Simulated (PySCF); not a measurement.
# Orbital picture of P₂

PBE0 at R = 1.884 Å; PySCF, no relativity, basis sets P def2-TZVPP. State: ¹Σg⁺ (singlet), closed shell. Only the outer orbitals are listed.

| orbital | occ. | ε (eV) | main shells (%) |
| --- | --- | --- | --- |
| σg | 2 | -19.07 | 87 s, 12 p |
| σu | 2 | -12.96 | 82 s, 17 p |
| σg | 2 | -8.32 | 84 p, 15 s |
| πu | 2 | -8.09 | 96 p |
| πu | 2 | -8.09 | 96 p |
| πg | 0 | -2.54 | 95 p |
| πg | 0 | -2.54 | 95 p |

Which are the highest filled and the lowest empty level, where do they sit, and how wide is the gap?

Highest filled πu at -8.09 eV (in %: 96 p); lowest empty πg at -2.54 eV (in %: 95 p); the gap at PBE0 is 5.55 eV.

* bond order (Mayer): 2.96
* ⟨S²⟩: 0.000
* polarisability along the bond: 66.3 bohr³
* polarisability across the bond: 29.0 bohr³
